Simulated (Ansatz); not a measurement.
```yaml
crystal:
  periodic: [false, false, false]
  atoms:
    - {symbol: O, position_ang: [0.249732, -0.856046, 0.069172]}
    - {symbol: C, position_ang: [0.000081, 0.000032, 0.000047]}
    - {symbol: O, position_ang: [-0.249813, 0.856010, -0.069219]}
basis:
  gaussian: {orbitals: cc-pVDZ}
hamiltonian: {xc: {name: r2SCANh}, dispersion: d3bj}
accuracy: high
scf: {lower_state_search: off}
```

```sh
$ ansatz run in.yaml --threads 2 --pin off --events-out ev --progress --plain --max-ram 32768MiB --backend cpu
```

Output, abridged:

```
Warning: the engine holds no damping parameters fitted to this dispersion correction and functional, so the run takes those fitted to r2scanh beside the three-body term, which d3bj leaves out (hamiltonian.dispersion, under Limitations)
Functional definition: r2SCANh
786 factors; integrals over basis functions are off by at most 2.7e-9 eV
mean field evaluation 1: about -5108.0389 eV, gradient 5.8e1 eV
mean field evaluation 2: about -5109.6336 eV, gradient 4.9e1 eV
mean field evaluation 4: about -5113.2325 eV, gradient 4.9e-1 eV
mean field evaluation 8: about -5113.2366 eV, gradient 1.8e-3 eV
mean field evaluation 16: about -5113.2366 eV, gradient 8.0e-8 eV
mean field -5113.23657307 eV, -187.9079781841 hartree, gradient 8.0e-8 eV, S^2 0.000000; 0 other end points of the search recorded, 0 dependent functions left out
reference -5113.23657329 eV, -187.9079781923 hartree; 11, 11 occupied and 31, 31 virtual orbitals, 786 factors
Total energy: -5113.24283698 eV, -187.9082083784 hartree
Checks for a lower state left out: stability, starts, cluster_reference, orbital_swaps, neighbouring_geometries, increment
```

(1) What is wrong with this run?

## Answers

(1) The geometry is squeezed to about two thirds of its size. The run converged. The result belongs to that input, not to the molecule as meant.
